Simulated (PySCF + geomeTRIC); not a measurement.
Species: CN, SMILES `[C-]#[N+]` (charge 0, multiplicity 2).

Problem. Give a relaxed geometry from PySCF + geomeTRIC with TPSSh-D3(BJ)/def2-TZVP.

Solution. the end point of this relaxation (outside a Z-matrix the atoms follow the SMILES, hydrogens last).
Bond lengths (Å): C1–N2 1.167.
